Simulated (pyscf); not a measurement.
Thermochemistry of product channels of :N–F (SMILES [N]F) [triplet] + HF (SMILES F) on the triplet surface, in eV, from CCSD(T)/def2-TZVPP + ΔMP2(QZVPP) energies (ideal gas, 1 atm, RRHO with modes under 100 cm⁻¹ raised to 100, one conformer, R ln 2 for rigid chiral ones). Optimised with ωB97X-D3(BJ)/def2-SVP in PySCF. MP2 and CC: frozen core, UHF for open shells. ΔMP2 is the change of the MP2 total energy from the triple- to the quadruple-zeta basis.

```tsv
products	ΔE	ΔH(298 K)	ΔG(900 K)	ΔG(1200 K)
F–N•–F (SMILES F[N]F) + H• (SMILES [H])	+3.23	+3.07	+3.26	+3.30
•HN–F (SMILES [NH]F) + F• (SMILES [F])	+2.63	+2.65	+2.70	+2.72
NH (SMILES [NH]) [triplet] + F–F (SMILES FF)	+4.20	+4.14	+4.17	+4.17
```

These are energies of the channels, which say nothing of barriers. The CCSD(T) − MP2 part came from Ansatz, without density fitting, on the same reference. Left out: orbital degeneracy and the spin-orbit lowering of F.
